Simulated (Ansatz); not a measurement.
Ansatz (a quantum-chemistry and plane-wave program) input (PBE0/def2-QZVPP):
A basis named .json is the Basis Set Exchange file of that set.

Ansatz 0.2 input:
```yaml
crystal:
  periodic: [false, false, false]
  atoms:
    - {symbol: C, position_ang: [0.05579033, 1.15754012, 0.28323632]}
    - {symbol: C, position_ang: [0.06380645, -1.16293543, 0.25834942]}
    - {symbol: C, position_ang: [0.76494387, 0.00613078, -0.32524909]}
    - {symbol: C, position_ang: [-0.67692040, 0.00170417, -0.37693512]}
    - {symbol: H, position_ang: [0.02306974, 1.28115780, 1.36609250]}
    - {symbol: H, position_ang: [0.06246247, 2.08444980, -0.27861575]}
    - {symbol: H, position_ang: [0.03202083, -1.30997191, 1.33830284]}
    - {symbol: H, position_ang: [0.07684004, -2.07751359, -0.32325246]}
    - {symbol: H, position_ang: [-1.44011468, 0.00724010, -1.13893632]}
basis:
  gaussian:
    orbitals: def2-QZVPP.json
hamiltonian:
  xc: {name: PBE0}
magnetization: {spin_polarized: true, initial_magnetization: 1}
```

Output:

```
Functional definition: PBE0
integrals: 0.29 GiB planned
998 factors; their error is unknown
mean field: 3.59 GiB planned
mean field evaluation 1: about -4213.4114 eV, gradient 4.2e1 eV
mean field evaluation 2: about -4209.5452 eV, gradient 5.0e1 eV
mean field evaluation 4: about -4221.5504 eV, gradient 2.4e0 eV
mean field evaluation 8: about -4221.5793 eV, gradient 1.1e-1 eV
mean field evaluation 16: about -4221.5790 eV, gradient 4.7e-4 eV
mean field -4221.57899199 eV, -155.1401664665 hartree, gradient 6.5e-5 eV, S^2 0.754107; 0 other end points of the search recorded, 0 dependent functions left out
reference -4221.57902682 eV, -155.1401677465 hartree; 15, 14 occupied and 363, 364 virtual orbitals, 998 factors
Total energy: -4221.57902682 eV, -155.1401677465 hartree
```

It need not be the lowest isomer of its formula.
